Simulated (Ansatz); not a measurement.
A computed series for Nb: pressure series

Start from Nb in the bcc (W type) structure (space group Im-3m, No. 229; a = 3.310 Å).

Cell and atoms are relaxed at each pressure.

The values are results of PBE (Ansatz, a first-principles code), no spin-orbit coupling, not measurements.

```json
[
 {"P (GPa)": "-2.02", "V (Å³/atom)": "18.348"},
 {"P (GPa)": "-1.02", "V (Å³/atom)": "18.236"},
 {"P (GPa)": "0.88", "V (Å³/atom)": "18.033"},
 {"P (GPa)": "2.10", "V (Å³/atom)": "17.908"},
 {"P (GPa)": "4.50", "V (Å³/atom)": "17.674"},
 {"P (GPa)": "8.99", "V (Å³/atom)": "17.271"},
 {"P (GPa)": "14.99", "V (Å³/atom)": "16.793"},
 {"P (GPa)": "22.51", "V (Å³/atom)": "16.272"},
 {"P (GPa)": "29.99", "V (Å³/atom)": "15.819"}
]
```

Task: Fit a third-order Birch–Murnaghan equation of state.

Result: Least squares on P(V) = (3B₀/2)[(V₀/V)^(7/3) − (V₀/V)^(5/3)]·[1 + (3/4)(B₀′ − 4)((V₀/V)^(2/3) − 1)] gives V₀ = 18.13 Å³/atom, B₀ = 170 GPa and B₀′ = 3.8.

Measured bulk modulus of Nb: 173.2 GPa (static lattice; corrected from measurement; as listed in Daniel Mejia-Rodriguez, S. B. Trickey, Phys. Rev. B (2018)); the computed value is 2 % below it.

Load acts through the strain it causes; cell and atoms are relaxed under it. Whether these cells are dynamically stable was not tested. No other phases were tried under pressure. All final runs are without spin polarisation.
